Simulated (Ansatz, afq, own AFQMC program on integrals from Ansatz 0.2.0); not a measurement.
## Where AFQMC and coupled cluster stand for NHO, triplet

```xyz
3

N     0.0000   -0.0917    0.9936
O     0.0000    0.1273   -0.7930
H     0.0000   -0.7459   -1.2193
```

Connectivity, by distances: N ··· OH.

Basis cc-pVDZ. Noble-gas cores (and the filled d shells of Ga–Kr and In–Xe) are frozen. Ansatz 0.2.0 and our own AFQMC program on the same integrals; the CISD trial comes from CCSD amplitudes, and released means the phaseless constraint is let go. Uncertainties: one standard error, sampling alone.

Determinant: ROHF, the one that the program's search chose, which needn't be the lowest solution. The geometry is a point of a scan.

No full CI on the walks' own integrals is used here; CCSDT(Q) serves as the reference and is uncertain by about the last step of the cluster series.

Cautions: lower spins were not checked; higher spins were not checked; a spin-contaminated unrestricted determinant lies lower (UHF 1.33 eV lower, ⟨S²⟩ 2.65); strong correlation (T1 0.041, weight of the determinant 0.84, largest double 0.16).

```
T1 diagnostic                               : 0.0414
weight of the determinant in the CISD state : 0.842
size of the correlated space                : 12 electrons in 31 orbitals
```

```tsv
level	correlation energy (eV)
MP2	-8.5667
CCSD	-9.3446
CCSD(T)	-9.6810
```

Problem. Estimate where AFQMC with the constraint released lies against CCSD(T) on the same integrals.

Solution. 2.69 ± 1.31 kcal/mol below CCSD(T).

Reference: CCSDT(Q), correlation energy -9.780 eV. The released energy is read at 2.40 1/Eh (meV from the phaseless value at times in 1/Eh: -28 ± 41 at 0.24, -27 ± 25 at 0.51, -31 ± 28 at 0.99, 10 ± 38 at 1.62, -48 ± 57 at 2.40).

```csv
level,E − E(reference) (kcal/mol),share of correlation (%)
CCSD(T),2.28,98.99
CCSDT,1.08,99.52
ph-AFQMC/CISD,0.70 ± 0.71,99.69
released AFQMC,-0.41 ± 1.31,100.18
```

A walk keeps the symmetry of its determinant, which the program's search chose and which needn't be the lowest solution, so a lower state of the same spin and another symmetry isn't excluded. Released energies are given only where the last usable release times agree within the noise; a slower fall can still hide under it.
